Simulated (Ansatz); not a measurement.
**C3H4FN: rigid torsion scan from a Python script**

Wanted for C3H4FN: a rigid torsion scan.

Computed with the Python package of Ansatz 0.2.0. Level of theory: Hartree-Fock/6-31G*.

### Step 1. The structure

Bond lengths: F1–C2 1.361 Å, C2–C3 1.480 Å, C3–C4 1.412 Å, C3–N5 1.537 Å, C4–N5 1.248 Å, C2–H6 1.094 Å, C2–H7 1.093 Å, C3–H8 1.080 Å, C4–H9 1.090 Å. Angles (14 of 16 angles, heavy atoms first): F1–C2–C3 108.0°, C2–C3–C4 123.8°, C2–C3–N5 118.9°, C4–C3–N5 49.8°, C3–C4–N5 70.3°, C3–N5–C4 59.9°, F1–C2–H6 107.9°, F1–C2–H7 108.1°, C3–C2–H6 112.7°, C3–C2–H7 111.1°, C2–C3–H8 113.7°, C4–C3–H8 119.5°, N5–C3–H8 115.1°, C3–C4–H9 137.3°.

The script holds or builds the structure itself.

### Step 2. Script

File c3h4fn.py:

```python
# -*- coding: utf-8 -*-
import warnings

import ansatz as az
from ase import Atoms


def main():
    warnings.simplefilter("ignore", az.DeckWarning)

    atoms = Atoms(["F", "C", "C", "C", "N", "H", "H", "H", "H"], positions=[
        [-1.1812, 1.0704, -1.1546],
        [-1.0394, 0.2598, -0.0703],
        [0.2544, -0.4488, -0.1944],
        [1.4549, -0.0041, 0.402],
        [0.9649, -0.9287, 1.0813],
        [-1.0937, 0.8851, 0.826],
        [-1.875, -0.4455, -0.0629],
        [0.2963, -1.1349, -1.0276],
        [2.2188, 0.7467, 0.2004],
    ])

    first = (
        az.Crystal.molecule_from_ase(atoms).calculation()
        .basis(gaussian="6-31G*")
        .functional("HF")
        .relax(force_tolerance=0.02, max_steps=80)
    )
    atoms.positions = first.run().report["positions_ang"]

    start = atoms.get_dihedral(3, 2, 1, 0)
    energies = {}
    for turn in range(0, 360, 30):
        turned = atoms.copy()
        turned.set_dihedral(3, 2, 1, 0, start + turn, indices=[0, 1, 5, 6])
        calc = (
            az.Crystal.molecule_from_ase(turned).calculation()
            .basis(gaussian="6-31G*")
            .functional("HF")
        )
        energies[round((start + turn) % 360)] = calc.run().report["free_energy_ev"]
    floor = min(energies.values())
    print("dihedral C3-C2-C1-F0 (deg)   E - E(min) (kcal/mol)")
    for angle, e in sorted(energies.items()):
        print(f"{angle:8d} {23.060548 * (e - floor):14.3f}  " + "#" * int(30 * (e - floor) / max(max(energies.values()) - floor, 1e-9)))


if __name__ == "__main__":
    main()
```

### Step 3. The run

The run is started by

```
$ python c3h4fn.py
```

Standard output:

```text
dihedral C3-C2-C1-F0 (deg)   E - E(min) (kcal/mol)
       4          0.000
      34          0.790  #####
      64          0.630  ####
      94          0.011
     124          0.753  #####
     154          1.785  ############
     184          1.189  ########
     214          0.561  ####
     244          2.183  ###############
     274          4.191  ##############################
     304          3.223  #######################
     334          0.622  ####
```

Run time: 16 s. Hardware: 1 thread of Arm Neoverse V2, shared host; peak memory 0.22 GiB.

Lines on the test bed's own set-up are left out of the output.

A comment line of the script is reworded here; the code is as run.

### Step 4. Path of the relaxation of run 0

Relaxation path:

```csv
step,energy from step 1 (eV),largest force component (eV/Å)
1,0.0000,1.5218
2,-0.1374,0.7144
3,-0.2028,0.3776
4,-0.2066,0.1176
5,-0.2079,0.0413
6,-0.2080,0.0083
```

Step 1 is the start.

Before: Bond lengths: F1–C2 1.361 Å, C2–C3 1.480 Å, C3–C4 1.412 Å, C3–N5 1.537 Å, C4–N5 1.248 Å, C2–H6 1.094 Å, C2–H7 1.093 Å, C3–H8 1.080 Å, C4–H9 1.090 Å. Angles (14 of 16 angles, heavy atoms first): F1–C2–C3 108.0°, C2–C3–C4 123.8°, C2–C3–N5 118.9°, C4–C3–N5 49.8°, C3–C4–N5 70.3°, C3–N5–C4 59.9°, F1–C2–H6 107.9°, F1–C2–H7 108.1°, C3–C2–H6 112.7°, C3–C2–H7 111.1°, C2–C3–H8 113.7°, C4–C3–H8 119.5°, N5–C3–H8 115.1°, C3–C4–H9 137.3°.

After: Bond lengths: F1–C2 1.373 Å, C2–C3 1.504 Å, C3–C4 1.438 Å, C3–N5 1.503 Å, C4–N5 1.231 Å, C2–H6 1.082 Å, C2–H7 1.082 Å, C3–H8 1.079 Å, C4–H9 1.072 Å. Angles (14 of 16 angles, heavy atoms first): F1–C2–C3 109.4°, C2–C3–C4 122.7°, C2–C3–N5 118.1°, C4–C3–N5 49.4°, C3–C4–N5 68.0°, C3–N5–C4 62.6°, F1–C2–H6 108.5°, F1–C2–H7 107.6°, C3–C2–H6 110.9°, C3–C2–H7 111.1°, C2–C3–H8 114.5°, C4–C3–H8 119.7°, N5–C3–H8 116.1°, C3–C4–H9 152.0°.

Run 0 is this relaxation; the runs after it count from 1.

### Step 5. What each run gave

One row for each of the 12 runs:

| run | turn (°) | energy from run 10 (eV) | SCF cycles | CPU time (s) |
| --- | --- | --- | --- | --- |
| 1 | 0 | 0.0005 | 12 | 0.57 |
| 2 | 30 | 0.0327 | 12 | 0.57 |
| 3 | 60 | 0.0774 | 12 | 0.57 |
| 4 | 90 | 0.0515 | 12 | 0.57 |
| 5 | 120 | 0.0243 | 12 | 0.58 |
| 6 | 150 | 0.0947 | 12 | 0.58 |
| 7 | 180 | 0.1817 | 12 | 0.58 |
| 8 | 210 | 0.1398 | 12 | 0.59 |
| 9 | 240 | 0.0270 | 12 | 0.6 |
| 10 | 270 | 0.0000 | 12 | 0.59 |
| 11 | 300 | 0.0342 | 12 | 0.59 |
| 12 | 330 | 0.0273 | 12 | 0.57 |

### Step 6. Outcome

```
              quantity     value
         runs compared        12
       range of energy  0.182 eV
lowest point, turn (°)       270
```

In words: The lowest point lies at a turn of 270°, the highest 0.182 eV (17.5 kJ/mol) above it at 180°. The grid can miss the true lowest and highest points, and the rest of the molecule is held rigid. Run 0: The relaxation took 5 moves; the largest shift is 0.185 Å, of atom 9 (H). The scan is rigid and the energies are electronic, in a modest basis. With rigid groups the curve can differ much from the relaxed path, the start wasn't checked as a minimum of this torsion, and equivalent turns needn't return to the same energy.
